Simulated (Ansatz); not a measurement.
A made-up structure of AlBNH4 (charge -1), closed shell:

```
atom    x (Å)    y (Å)    z (Å)
  B1  -0.1719   0.0279  -0.1263
  N2  -1.2523   0.2075  -0.9206
 Al3   1.1912  -0.1975   0.8756
  H4  -1.2104   0.1468  -1.9379
  H5  -2.1819   0.4157  -0.5558
  H6   2.1746   1.0041   1.3330
  H7   1.6380  -1.6356   1.4695
```

It is relaxed with PBE-D4/def2-SVPD and then PBE0-D4/def2-TZVPD (Ansatz 0.2.0). Atoms count as bonded within 1.22 times the sum of their covalent radii (H–H: 0.88 Å). The end point is not checked to be a true minimum.

(1) Does its bonding change? (Judge from chemistry; the calculation decides.)

The highest PBE0 orbital of the anion lies well above zero, so the extra electron may be unbound in the gas phase

Results:

(1) Computed: No: no bond forms or breaks.

Where it ends: The first stage lowers the energy by 0.90 eV in 5 steps. It ends as AlBNH₄ ([NH2][B][AlH2]), total charge -1:
```json
{"atom": "B1", "x (Å)": "-0.2384", "y (Å)": "0.0394", "z (Å)": "-0.1750"}
{"atom": "N2", "x (Å)": "-1.3493", "y (Å)": "0.2235", "z (Å)": "-0.9918"}
{"atom": "Al3", "x (Å)": "1.3318", "y (Å)": "-0.2207", "z (Å)": "0.9789"}
{"atom": "H4", "x (Å)": "-1.3216", "y (Å)": "0.1659", "z (Å)": "-2.0001"}
{"atom": "H5", "x (Å)": "-2.2750", "y (Å)": "0.4300", "z (Å)": "-0.6438"}
{"atom": "H6", "x (Å)": "2.2937", "y (Å)": "1.0109", "z (Å)": "1.4153"}
{"atom": "H7", "x (Å)": "1.7460", "y (Å)": "-1.6801", "z (Å)": "1.5541"}
```

Labels in which every atom is bracketed show which atoms are joined, not bond orders.

For scale, one of the runs: PBE0-D4/def2-TZVPD relaxation, 153 basis functions, launched by `ansatz run in.yaml --threads 2 --pin off --events-out ev --progress --plain --max-ram 4352MiB`. Hardware: 2 CPU threads of an Intel Xeon Platinum 8259CL, shared host. Wall time about 28 s.
